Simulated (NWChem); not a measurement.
All runs are NWChem calculations. System: nitrogen dioxide (NO2), charge 0, spin multiplicity 2, at a geometry optimised with UB3LYP/def2-SVP. Its SCF solution wasn't tested for a lower state. Level: UPBE/def2-TZVP.

Input file:

```
start mol
memory heap 200 mb stack 900 mb global 1100 mb
geometry units angstroms nocenter noautoz
  O     -1.099437     0.000000     0.139935
  N      0.000000     0.000000    -0.319852
  O      1.099437     0.000000     0.139935
  symmetry group C2v
end
basis spherical
  * library def2-tzvp
end
dft
  xc xpbe96 cpbe96
  odft
  mult 2
  semidirect memsize 60000000 filesize 0
  iterations 100
end
task dft energy
```

Output (cleaned and shortened):

```
             Northwest Computational Chemistry Package (NWChem) 7.3.0
             --------------------------------------------------------

                                NWChem Input Module
                                -------------------

 Scaling coordinates for geometry "geometry" by  1.889725989
 (inverse scale =  0.529177249)

 Turning off AUTOSYM since
 SYMMETRY directive was detected!

                             Geometry "geometry" -> ""
                             -------------------------

 Output coordinates in angstroms (scale by  1.889725989 to convert to a.u.)

  No.       Tag          Charge          X              Y              Z
 ---- ---------------- ---------- -------------- -------------- --------------
    1 O                    8.0000    -1.09943700     0.00000000     0.13993500
    2 N                    7.0000     0.00000000     0.00000000    -0.31985200
    3 O                    8.0000     1.09943700     0.00000000     0.13993500

 Effective nuclear repulsion energy (a.u.)      65.1357033684

            Nuclear Dipole moment (a.u.)
            ----------------------------
        X                 Y               Z
 ---------------- ---------------- ----------------
     0.0000000000     0.0000000000    -0.0000075589

      Symmetry information
      --------------------

 Group name             C2v
 Group number             16
 Group order               4
 No. of unique centers     2

      Symmetry unique atoms

     1    2


 Summary of "ao basis" -> "" (spherical)
 ------------------------------------------------------------------------------
       Tag                 Description            Shells   Functions and Types
 ---------------- ------------------------------  ------  ---------------------
 *                         def2-tzvp                  on all atoms

  pbe96 is a nonlocal functional; adding pw91lda local functional.

                                 NWChem DFT Module
                                 -----------------

 Summary of "ao basis" -> "ao basis" (spherical)
 ------------------------------------------------------------------------------
[...]
     4     -0.196131  1 O  s                 66     -0.196131  3 O  s

   alpha - beta orbital overlaps
   -----------------------------

   alpha      1      2      3      4      5      6      7      8      9     10
    beta      1      2      3      4      5      6      7      9      8     10
 overlap   1.000  1.000  1.000  1.000  1.000  0.989  1.000  0.988  0.999  1.000

   alpha     11     12     13     14     15     16     17     18     19     20
    beta     11     12     13     14     15     16     17     18     19     20
 overlap   0.999  0.998  1.000  0.999  0.999  0.997  1.000  0.997  1.000  1.000

   alpha     21     22     23     24     25     26     27     28     29     30
    beta     21     22     23     24     25     26     27     28     29     30
 overlap   1.000  0.999  0.962  1.000  0.963  1.000  1.000  1.000  0.999  1.000

   alpha     31     32     33     34     35     36     37     38     39     40
    beta     31     32     33     34     35     36     38     37     39     40
 overlap   1.000  0.999  1.000  1.000  1.000  1.000  0.991  1.000  0.999  0.991

   alpha     41     42     43     44     45     46     47     48     49     50
    beta     41     42     43     44     45     46     48     47     49     50
 overlap   0.999  1.000  1.000  0.998  0.997  0.998  0.998  1.000  1.000  1.000

   alpha     51     52     53     54     55     56     57     58     59     60
    beta     51     52     53     54     55     56     57     58     59     60
 overlap   1.000  1.000  1.000  1.000  0.999  0.999  1.000  0.998  1.000  0.999

   alpha     61     62     63     64     65     66     67     68     69     70
    beta     61     62     63     64     65     66     67     68     69     70
 overlap   0.998  1.000  0.999  1.000  1.000  0.997  1.000  0.997  1.000  1.000

   alpha     71     72     73     74     75     76     77     78     79     80
    beta     71     72     73     74     75     76     77     78     79     80
 overlap   1.000  1.000  1.000  1.000  1.000  0.997  1.000  0.998  1.000  0.997

   alpha     81     82     83     84     85     86     87     88     89     90
    beta     81     82     83     84     85     86     87     88     89     90
 overlap   0.998  1.000  1.000  1.000  1.000  0.999  1.000  1.000  1.000  1.000

   alpha     91     92     93
    beta     91     92     93
 overlap   1.000  1.000  1.000

     --------------------------
     Expectation value of S2:
     --------------------------
      <S2> =      0.7516 (Exact =     0.7500)

 center of mass
 --------------
 x =   0.00000000 y =   0.00000000 z =  -0.00009920

 moments of inertia (a.u.)
 ------------------
           7.352844878743           0.000000000000           0.000000000000
           0.000000000000         145.439008769057           0.000000000000
           0.000000000000           0.000000000000         138.086163890314

     Multipole analysis of the density
     ---------------------------------

     L   x y z        total         alpha         beta         nuclear
     -   - - -        -----         -----         ----         -------
     0   0 0 0     -0.000000    -12.000000    -11.000000     23.000000

     1   1 0 0      0.000000     -0.000000      0.000000      0.000000
     1   0 1 0     -0.000000     -0.000000     -0.000000      0.000000
     1   0 0 1     -0.093712      0.133011     -0.226715     -0.000008

     2   2 0 0    -13.203065    -42.609724    -39.658394     69.065053
     2   1 1 0     -0.000000     -0.000000     -0.000000      0.000000
     2   1 0 1      0.000000      0.000000      0.000000      0.000000
     2   0 2 0    -11.002928     -5.732729     -5.270200      0.000000
     2   0 1 1     -0.000000      0.000000     -0.000000      0.000000
     2   0 0 2    -11.617357     -8.595165     -6.698410      3.676218

 Task  times  cpu:        1.1s     wall:        1.1s

 Total times  cpu:        1.1s     wall:        1.1s
```
